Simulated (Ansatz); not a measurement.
Phonon frequency of some cubic elemental solids other than molecular ones

Method: PBE-D3(BJ) (Ansatz, an electronic-structure program, PAW). References are measured values at room or unstated temperature, uncorrected unless marked, so that the deviations hold thermal and zero-point effects besides the level's error.

Values in cm⁻¹.

```
solid                            reference  PBE-D3(BJ)  deviation (%)
---------------------------  -------------  ----------  -------------
diamond-structure Si (L TO)            490         493           +0.6
fcc Cu (L T)                           114         124           +8.8
diamond-structure Si (X TA)            150         139           -7.3
diamond (X TA)                         807         783           -3.0
diamond (L LA)                        1029        1059           +2.9
diamond (L LO)                        1241        1255           +1.1
fcc Cu (L L)                           247         276          +11.7
diamond (L TO)                        1206        1211           +0.4
fcc Cu (X L)                           240         270          +12.5
diamond-structure Si (L TA)            114         106           -7.0
diamond-structure Si (L LO)            420         417           -0.7
fcc Cu (X T)                           169         187          +10.7
diamond-structure Si (L LA)            378         374           -1.1
diamond (L TA)               550 (547–564)         548           -0.4
```

Over these 14 values the mean deviation is +2.1 %, the mean absolute deviation 4.9 % (median 2.9 %), and the worst case fcc Cu (X L) at +12.5 %; the value is too high in 8 of 14 cases.

Brackets give the range of the sources taken for a reference, where it is wide; it can hold other temperatures.

Differences are worked out from the printed values.

Each level is taken at its own relaxed cell. Caveats: the dispersion coefficients are held fixed in the derivatives (diamond-structure Si, fcc Cu, diamond). Ansatz's density-functional and Hartree–Fock values are scalar-relativistic unless marked +SOC, with PAW data made under PBE.

Ansatz's runs of these crystals have no spin polarisation.

Not in this set, of the elemental solids other than molecular ones with a reference value in our tables and a result at some level: 12 for no value at PBE-D3(BJ) (not run, a failed fit, an unstable or unbound cell, or a value held back for tests); 5 for a doubt noted on the run at PBE-D3(BJ); 4 for a run that failed a test (PBE-D3(BJ)); 4 for a reference of another kind, counted apart. These can be a level's best or worst cases. Solids without a released value at any level aren't counted. Layered and molecular crystals are counted apart. The metals Ce to Yb are counted apart.

References as tabulated in Yang et al. (2021), arXiv:2106.07201; Giannozzi et al., Phys. Rev. B (1991); arXiv:cond-mat/0412643; He et al. (2014), arXiv:1309.4805 and others.
